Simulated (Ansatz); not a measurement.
# doublet BCl− at 6 levels

We compute a comparison of 6 runs (UHF/STO-3G, UB3LYP/6-31G*, U-wB97M-V/def2-TZVPPD, UBLYP/def2-TZVPPD, UPBE0/def2-TZVPPD, USVWN5/def2-TZVPPD) of doublet BCl−. 

The calculation is run with Ansatz 0.2.0.

40 further runs of the same task are left out: 40 set aside as unsound or not needed.

**1. The system as given**

BCl−: 2 atoms, total charge -1, spin state doublet. As SMILES of the parent species, `[B]Cl`. Geometry: relaxed at PBE0-D4/def2-TZVP. That shape belongs to the parent species and isn't relaxed for this state.

Bond lengths: B1–Cl2 1.718 Å.

**2. A single-point energy at UHF/STO-3G (run 1)**

Input file job.yaml:

```yaml
crystal:
  periodic: [false, false, false]
  atoms:
    - {symbol: B, position_ang: [-0.000000, -0.000000, -0.069660]}
    - {symbol: Cl, position_ang: [0.000000, 0.000000, 1.648190]}
basis:
  gaussian:
    orbitals: STO-3G
total_charge: -1
magnetization:
  spin_polarized: true
  initial_magnetization: 1
hamiltonian:
  xc: hf
accuracy: high
output:
  orbitals: {seedname: orbitals}
```

Launch:

```
$ ansatz run job.yaml --threads 1 --pin off --max-ram 3480MiB --events-out events.jsonl --progress --plain --runs-dir runs
```

What it wrote:

```text
Warning: RAYON_NUM_THREADS=1 ignored (pool sized by the plan → 1); use --threads N
Functional definition: HF
  name "HF"
  exchange = exact_x
  correlation = 0
224 factors; integrals over basis functions are off by at most 9.4e-9 eV
mean field evaluation 1: about -13024.1691 eV, gradient 5.1e0 eV
mean field evaluation 2: about -13024.2057 eV, gradient 5.1e0 eV
mean field evaluation 4: about -13024.3998 eV, gradient 3.5e-1 eV
mean field evaluation 8: about -13024.4016 eV, gradient 4.4e-7 eV
mean field evaluation 16: about -13024.4325 eV, gradient 6.1e-7 eV
mean field evaluation 32: about -13024.4114 eV, gradient 4.2e-1 eV
mean field evaluation 64: about -13024.3631 eV, gradient 3.5e-1 eV
mean field -13024.43251430 eV, -478.6390666231 hartree, gradient 5.0e-8 eV, S^2 0.940509; 3 other end points of the search recorded, 0 dependent functions left out
reference -13024.43251430 eV, -478.6390666231 hartree; 12, 11 occupied and 2, 3 virtual orbitals, 224 factors
Total energy: -13024.43251430 eV, -478.6390666231 hartree
```

Run time: 0.12 s. Hardware: 1 thread of Arm Neoverse V1, shared host.

**3. A single-point energy at UB3LYP/6-31G(d) (Cartesian functions) (run 2)**

Input file run.yaml:

```yaml
crystal:
  periodic: [false, false, false]
  atoms:
    - {symbol: B, position_ang: [-0.000000, -0.000000, -0.069660]}
    - {symbol: Cl, position_ang: [0.000000, 0.000000, 1.648190]}
basis:
  gaussian:
    orbitals: "6-31G*"
total_charge: -1
magnetization:
  spin_polarized: true
  initial_magnetization: 1
hamiltonian:
  xc: {name: B3LYP}
accuracy: high
output: {orbitals: {seedname: orbitals}}
```

Launch:

```
$ ansatz run run.yaml --threads 1 --pin off --max-ram 3480MiB --events-out events.jsonl --progress --plain --runs-dir runs
```

What it wrote:

```text
Warning: RAYON_NUM_THREADS=1 ignored (pool sized by the plan → 1); use --threads N
Functional definition: B3LYP
  name "B3LYP"
  parameter a0 = 0.2
  parameter ax = 0.72
  parameter ac = 0.81
  exchange = (1 - a0 - ax)*slater_x + ax*b88_x + a0*exact_x
  correlation = (1 - ac)*vwn_rpa_c + ac*lyp_c
594 factors; integrals over basis functions are off by at most 3.7e-9 eV
mean field evaluation 1: about -13191.8630 eV, gradient 2.5e1 eV
mean field evaluation 2: about -13191.1747 eV, gradient 2.8e1 eV
mean field evaluation 4: about -13195.7866 eV, gradient 6.5e-1 eV
mean field evaluation 8: about -13195.8061 eV, gradient 6.5e-3 eV
mean field evaluation 16: about -13195.8061 eV, gradient 9.1e-7 eV
mean field -13195.80607168 eV, -484.9369286955 hartree, gradient 2.3e-8 eV, S^2 0.753344; 1 other end points of the search recorded, 0 dependent functions left out
reference -13195.80609851 eV, -484.9369296816 hartree; 12, 11 occupied and 22, 23 virtual orbitals, 594 factors
Total energy: -13195.80609851 eV, -484.9369296816 hartree
```

Wall time 2.2 s (1 thread of Arm Neoverse V1, shared host); peak memory 0.11 GiB.

Runs 3 to 5 aren't shown in full; the table further down has their settings and results.

**4. A single-point energy at USVWN5/def2-TZVPPD (run 6)**

Input file molecule.yaml:

```yaml
crystal:
  periodic: [false, false, false]
  atoms:
    - {symbol: B, position_ang: [-0.000000, -0.000000, -0.069660]}
    - {symbol: Cl, position_ang: [0.000000, 0.000000, 1.648190]}
basis:
  gaussian:
    orbitals: def2-TZVPPD.json
total_charge: -1
magnetization:
  spin_polarized: true
  initial_magnetization: 1
hamiltonian:
  xc: {name: SVWN5}
accuracy: high
output: {orbitals: {seedname: orbitals}}
```

The basis set def2-TZVPPD is read from a file made from the Basis Set Exchange's data (not shown).

Launch:

```
$ ansatz run molecule.yaml --threads 1 --pin off --max-ram 3480MiB --events-out events.jsonl --progress --plain --runs-dir runs
```

What it wrote:

```text
Warning: RAYON_NUM_THREADS=1 ignored (pool sized by the plan → 1); use --threads N
Functional definition: SVWN5
  name "SVWN5"
  exchange = slater_x
  correlation = vwn5_c
1174 factors; integrals over basis functions are off by at most 3.0e-9 eV
mean field evaluation 1: about -13138.2114 eV, gradient 4.4e1 eV
mean field evaluation 2: about -13094.2227 eV, gradient 8.3e1 eV
mean field evaluation 4: about -13145.0858 eV, gradient 2.1e1 eV
mean field evaluation 8: about -13149.3675 eV, gradient 4.8e-1 eV
mean field evaluation 16: about -13149.3690 eV, gradient 4.5e-5 eV
mean field evaluation 32: about -13149.3690 eV, gradient 4.3e-4 eV
mean field evaluation 64: about -13149.3690 eV, gradient 2.7e-2 eV
mean field evaluation 96: about -13148.7050 eV, gradient 1.2e0 eV
mean field evaluation 128: about -13148.0154 eV, gradient 8.2e-1 eV
mean field -13149.36904250 eV, -483.2303993496 hartree, gradient 6.4e-8 eV, S^2 0.753949; 8 other end points of the search recorded, 0 dependent functions left out
reference -13149.36904486 eV, -483.2303994361 hartree; 12, 11 occupied and 76, 77 virtual orbitals, 1174 factors
Total energy: -13149.36904486 eV, -483.2303994361 hartree
```

It took 9 s on 1 thread of Arm Neoverse V1, shared host; peak memory 0.18 GiB.

**5. The series**

```
run                                level  Cartesian functions  energy (Eh)  HOMO energy (eV)  LUMO energy (eV)   ⟨S²⟩  wall time
  1                           UHF/STO-3G                   no  -478.639067              5.30             18.48  0.941     0.12 s
  2  UB3LYP/6-31G* (Cartesian functions)                  yes  -484.936930              4.04              6.16  0.753      2.2 s
  3                U-wB97M-V/def2-TZVPPD                   no  -484.960765              0.47              4.09  0.753    2.4 min
  4                    UBLYP/def2-TZVPPD                   no  -484.983610              2.93              2.99  0.754       29 s
  5                    UPBE0/def2-TZVPPD                   no  -484.806359              2.19              3.81  0.758       22 s
  6                   USVWN5/def2-TZVPPD                   no  -483.230399              3.08              3.15  0.754        9 s
```

**6. What came out**

```
                                 quantity          value
                      run 6: total energy  -483.23040 Eh
run 6: HOMO energy (highest over α and β)        3.08 eV
 run 6: LUMO energy (lowest over α and β)        3.15 eV
                              run 6: ⟨S²⟩          0.754
```

**Reading.** Totals of different functionals can't be ranked against each other. In runs 1, 2, 3, 4, 5, 6 the HOMO lies above zero, so the outermost electron may be held by the basis alone. In run 1 the basis is minimal, so the values are rough. Spin contamination of the reference: run 1 ⟨S²⟩ = 0.94. All runs together took 3.4 min, the longest 2.4 min.
